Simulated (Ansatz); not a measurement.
Mulliken charges of C$_{3}$H$_{5}$F (`C=CCF`) from PBE/def2-TZVPP in Ansatz (PBE0-D4/def2-TZVP geometry).

```json
{"atom": "C1", "x (Å)": "-0.578", "y (Å)": "1.123", "z (Å)": "-0.608", "charge (e)": "-0.185"}
{"atom": "C2", "x (Å)": "0.353", "y (Å)": "0.215", "z (Å)": "-0.353", "charge (e)": "-0.115"}
{"atom": "C3", "x (Å)": "0.201", "y (Å)": "-0.853", "z (Å)": "0.668", "charge (e)": "0.100"}
{"atom": "F4", "x (Å)": "0.430", "y (Å)": "-2.098", "z (Å)": "0.102", "charge (e)": "-0.207"}
{"atom": "H5", "x (Å)": "-0.422", "y (Å)": "1.909", "z (Å)": "-1.337", "charge (e)": "0.100"}
{"atom": "H6", "x (Å)": "-1.532", "y (Å)": "1.114", "z (Å)": "-0.089", "charge (e)": "0.082"}
{"atom": "H7", "x (Å)": "1.300", "y (Å)": "0.231", "z (Å)": "-0.887", "charge (e)": "0.093"}
{"atom": "H8", "x (Å)": "0.930", "y (Å)": "-0.731", "z (Å)": "1.477", "charge (e)": "0.069"}
{"atom": "H9", "x (Å)": "-0.807", "y (Å)": "-0.852", "z (Å)": "1.095", "charge (e)": "0.064"}
```

Task: By hand: the dipole of these point charges (1 e Å = 4.8032 D).

Result: Σ q r = (-0.037, 0.315, 0.147) e Å, of length 0.350 e Å = 1.68 D.

Task: How does the dipole of the full density compare? (Best estimate.)

Result: Computed: (-0.047, 0.332, 0.113) e Å, 1.70 D; the point charges give 0.99 times that, at 6° from its direction.

Point charges leave out the atoms' own dipoles, such as those of lone pairs, and Mulliken's split depends on the basis, so the close match here is no proof of good charges.
